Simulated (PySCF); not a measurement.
# CH₄ at several levels of theory

All levels use the PBE0 minimum (singlet; C–H 1.090 Å (×4); H–C–H 109.5° (×6)), basis [C def2-TZVP, H def2-TZVP], no relativity, density fitting, no spin–orbit coupling, PySCF. For vertical energies the ionised species is a doublet (spins chosen at PBE0 and kept). Atomisation goes to high-spin ground-configuration atoms, without zero-point energy. Open shells are unrestricted, also as the reference of the correlated levels. A dash marks a value that was not computed or is not defined at that level.

```csv
level,atomisation (kJ/mol),vertical IP (eV),−ε(HOMO) (eV),gap (eV)
PBE0,1745,14.08,10.98,12.68
HF,1369,13.48,14.83,18.90
PBE,1755,13.95,9.44,10.36
r2SCAN,1750,13.99,9.81,11.77
B3LYP,1758,14.16,10.76,12.07
TPSSh,1774,14.05,10.24,11.68
MP2,1687,14.35,–,–
CAM-B3LYP,1762,14.19,12.51,14.91
revPBE,1721,13.92,9.42,10.35
```
